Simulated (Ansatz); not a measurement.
A run of Ansatz (development build ahead of 0.2.0) on singlet NH₃ at this shape:

```xyz
4

N     0.0008    0.0005    0.1216
H     0.9329   -0.0006   -0.2835
H    -0.4672    0.8104   -0.2837
H    -0.4664   -0.8104   -0.2839
```

Its results:

| Quantity | Value |
| --- | --- |
| Converged | yes |
| Reference energy | -56.19543 hartree |
| Correlation energy | -0.18695 hartree |
| Total energy | -56.38238 hartree |
| Spin squared of the determinant | 0.000 |

Which input gives this output? Name the method, the orbitals and the basis set, and write the input.

RHF-MP2 in cc-pVDZ. An unrestricted run that stays on the closed shell gives the same numbers.

```yaml
crystal:
  periodic: [false, false, false]
  atoms:
    - { symbol: "N", position_ang: [0.00076, 0.00053, 0.12156] }
    - { symbol: H, position_ang: [0.93287, -0.00063, -0.28347] }
    - { symbol: H, position_ang: [-0.46721, 0.81044, -0.28367] }
    - { symbol: H, position_ang: [-0.46643, -0.81035, -0.28393] }
basis:
  gaussian: { orbitals: cc-pVDZ }
hamiltonian:
  xc: hf
correlation:
  method: mp2
  frozen_orbitals: { H: 0, "N": 1 }
```
